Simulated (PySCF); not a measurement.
Compound: boron monofluoride, BF (singlet state).
Atom-mapped SMILES: `[B:1][F:2]`

The closed-shell ground state was solved at several levels (PySCF, density fitting, gas phase, non-relativistic). Geometry: PBE0-D3(BJ)/def2-SVP; no solvent, vibrations or thermal averaging.

| level | basis functions | total energy (Eh) | HOMO (eV) | LUMO (eV) | gap (eV) | dipole (D) |
| --- | --- | --- | --- | --- | --- | --- |
| CAM-B3LYP/def2-SVPD | 43 | -124.5298 | -9.47 | 0.09 | 9.56 | 0.98 |
| B3LYP/pcJ-1 | 54 | -124.6673 | -7.75 | -1.21 | 6.54 | 0.99 |
| B3LYP/pcJ-0 | 26 | -124.3970 | -7.04 | -0.82 | 6.22 | 0.80 |
| PBE/pcJ-1 | 54 | -124.5253 | -6.65 | -1.99 | 4.66 | 1.11 |
| B3LYP/6-31G* | 28 | -124.6561 | -7.28 | -0.58 | 6.70 | 1.10 |
| wB97X-D/def2-SVPD | 43 | -124.5309 | -9.97 | 0.84 | 10.81 | 1.02 |
| CAM-B3LYP/pcJ-1 | 54 | -124.6244 | -9.40 | 0.23 | 9.63 | 0.99 |
| PBE0/aug-cc-pVDZ | 46 | -124.5359 | -8.06 | -1.13 | 6.93 | 1.01 |
| B3LYP/aug-cc-pVTZ-J | 92 | -124.7187 | -7.86 | -1.39 | 6.47 | 0.97 |
| B3LYP/def2-TZVP | 62 | -124.7209 | -7.83 | -1.32 | 6.51 | 0.99 |
| LC-wPBE/def2-SVPD | 43 | -124.4852 | -10.87 | 1.39 | 12.26 | 1.08 |
| HF/pcJ-1 | 54 | -124.1028 | -11.02 | 2.60 | 13.62 | 0.83 |

Question: Estimate the row for B3LYP/pcJ-2, a basis of 102 functions; the other rows only guide the guess.

Answer: Total energy -124.7250 Eh, HOMO -7.84 eV, LUMO -1.35 eV, gap 6.49 eV, dipole 0.96 D.

Question: Over all these levels, which gives the widest orbital gap and which the narrowest?

Answer: HF/pcJ-1 (Hartree–Fock, all exact exchange) has the widest, 13.62 eV, and PBE/pcJ-1 (GGA) the narrowest, 4.66 eV. The two share the basis. From the narrowest to the widest the HOMO moves by -4.37 eV and the LUMO by +4.59 eV.

Question: How much does the basis alone move the frontier levels among the 6 B3LYP rows (the withheld one included)?

Answer: The HOMO by 0.82 eV and the LUMO by 0.81 eV. By rising basis size (HOMO, LUMO in eV): pcJ-0 -7.04, -0.82; 6-31G* -7.28, -0.58; pcJ-1 -7.75, -1.21; def2-TZVP -7.83, -1.32; aug-cc-pVTZ-J -7.86, -1.39; pcJ-2 -7.84, -1.35.

Question: In the pcJ-1 basis, how does the gap go with the fixed share of exact exchange?

Answer: PBE (0 %) 4.66 eV; B3LYP (20 %) 6.54 eV; HF (100 %) 13.62 eV. Each rise in the share widens the gap here.

Question: How far do the dipole and the HOMO energy spread over the levels?

Answer: The dipole runs from 0.80 to 1.11 D (mean 0.99 D) and the HOMO from -11.02 to -6.65 eV.

The pairwise dispersion term of wB97X-D wasn't added to the energies; at a given geometry it leaves orbitals and properties as they are.
